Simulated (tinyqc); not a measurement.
The basis set: RHF and MP2 along a ladder of basis sets, for H2F+, spin multiplicity 1. Computed by the program tinyqc with PySCF. Same geometry throughout; the dipole is taken about the origin.

Geometry (angstrom):
```
atom       x        y       z
F     0.0000   0.0000  0.0000
H     0.0000   0.7040  0.5840
H     0.0000  -0.6790  0.5630
```

RHF and frozen-core MP2 in a ladder of bases:
```
basis        functions  E(RHF) (hartree)  E(MP2 corr) (hartree)  HOMO (eV)  LUMO (eV)  dipole (debye)
sto-3g               7        -98.842827              -0.029054   -29.8016     1.6931          3.1209
3-21g               13        -99.642942              -0.128407   -31.3635    -3.5475          3.5184
6-31g               13       -100.147807              -0.129250   -31.5548    -4.3707          3.5435
6-31g**             24       -100.202827              -0.182653   -31.3879    -3.9154          3.0711
cc-pvdz             24       -100.207362              -0.205494   -31.4062    -4.3661          2.9964
aug-cc-pvdz         41       -100.214769              -0.215311   -31.4447    -5.4148          2.9685
cc-pvtz             58       -100.246420              -0.268907   -31.4523    -4.7965          2.9701
```

What does the comparison show, and why?

From cc-pVDZ to cc-pVTZ the RHF energy falls by 39.1 mhartree and the correlation energy by 63.4. If valence correlation converges as X^-3, (27 E(T) - 8 E(D))/19 gives -0.2956 hartree, a rough estimate from such small X that usually falls short; STO-3G holds about 10 % of it. Beyond STO-3G the LUMO moves by 1.9 eV and the HOMO by 0.2 eV.
